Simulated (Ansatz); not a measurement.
Cartesian coordinates (Å):
SMILES: [F]
```xyz
1

F      0.0000     0.0000     0.0000
```
Charge 0, spin multiplicity 2.

Calculation: frozen-core CCSD(T)/def2-TZVPP run with Ansatz (a program for electronic structure).

```
Property                      Result
----------------------  ------------
HF energy               -99.41180 Ha
MP2 correlation energy   -0.19779 Ha
```

Problem. Estimate the CCSD correlation energy, the (T) correction, the total energy and the T1 diagnostic.

Solution. 
- CCSD correlation energy = -0.20982 Ha
- (T) correction = -0.00343 Ha
- CCSD(T) total energy = -99.62506 Ha
- T1 diagnostic = 0.006
